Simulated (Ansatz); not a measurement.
Input for Ansatz (development build ahead of 0.2.0):

```yaml
crystal:
  periodic: [false, false, false]
  atoms:
    - { symbol: C, position_ang: [0.0, -1.00278, -0.07061] }
    - { symbol: O, position_ang: [0.0, -0.98882, 1.22214] }
    - { symbol: O, position_ang: [0.0, 0.15715, -0.91753] }
    - { symbol: C, position_ang: [0.0, 1.51146, -0.19845] }
    - { symbol: H, position_ang: [0.0, -1.9891, -0.75234] }
    - { symbol: H, position_ang: [0.0, 2.33852, -1.04518] }
    - { symbol: H, position_ang: [-0.96336, 1.62593, 0.48747] }
    - { symbol: H, position_ang: [0.96336, 1.62593, 0.48747] }
basis:
  gaussian: { orbitals: cc-pVTZ }
hamiltonian:
  xc: hf
```

The input is written out in the form of the current development build from the run's settings.

Results

```
Converged                       : yes
Total energy                    : -227.80720 hartree
Spin squared of the determinant : 0.000
```

Caution: no unrestricted run beside it, a lower state can exist.
